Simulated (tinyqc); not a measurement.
The basis set: RHF and MP2 along a ladder of basis sets, for H2F+, spin multiplicity 1. Computed by the program tinyqc with PySCF. 

Geometry (angstrom):

| atom | x | y | z |
|---|---|---|---|
| F | 0.0000 | 0.0000 | 0.0000 |
| H | 0.0000 | 0.7300 | 0.5000 |
| H | 0.0000 | -0.7610 | 0.5210 |

Same geometry throughout; the dipole is taken about the origin.

RHF and frozen-core MP2 in a ladder of bases:

| basis | functions | E(RHF) (hartree) | E(MP2 corr) (hartree) | HOMO (eV) | LUMO (eV) | dipole (debye) |
|---|---|---|---|---|---|---|
| sto-3g | 7 | -98.850181 | -0.027637 | -29.4907 | 1.4494 | 2.8512 |
| 3-21g | 13 | -99.653700 | -0.127590 | -31.1408 | -3.4378 | 3.2094 |
| 6-31g | 13 | -100.158951 | -0.128648 | -31.3569 | -4.2556 | 3.2311 |
| 6-31g** | 24 | -100.208667 | -0.182050 | -31.2051 | -3.8517 | 2.7817 |
| cc-pvdz | 24 | -100.212199 | -0.204616 | -31.2358 | -4.3003 | 2.7305 |
| aug-cc-pvdz | 41 | -100.220034 | -0.214766 | -31.2736 | -5.3500 | 2.6898 |
| cc-pvtz | 58 | -100.251827 | -0.268181 | -31.2790 | -4.7231 | 2.6924 |

From cc-pVDZ to cc-pVTZ the RHF energy falls by 39.6 mhartree and the correlation energy by 63.6. If valence correlation converges as X^-3, (27 E(T) - 8 E(D))/19 gives -0.2949 hartree, a rough estimate from such small X that usually falls short; STO-3G holds about 9 % of it. Beyond STO-3G the LUMO moves by 1.9 eV and the HOMO by 0.2 eV.
